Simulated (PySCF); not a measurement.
Cartesian coordinates (Å):
SMILES: C=C=C
```xyz
7

C      1.3001     0.0067     0.0043
C      0.0000     0.0000     0.0000
C     -1.3001    -0.0068    -0.0043
H      1.8682    -0.4349    -0.8064
H      1.8581     0.4543     0.8187
H     -1.8604    -0.8223     0.4385
H     -1.8659     0.8029    -0.4508
```
Charge 0, spin multiplicity 1.

Problem. Give the dipole moment, HOMO and HOMO–LUMO gap at the level ωB97X-D3(BJ)/def2-TZVP // B3LYP-D3(BJ)/def2-TZVP run with PySCF 2.14.0.

Solution. 
| Quantity | Value |
|---|---|
| dipole moment | 0.00 D |
| HOMO | -10.16 eV |
| HOMO–LUMO gap | 12.67 eV |
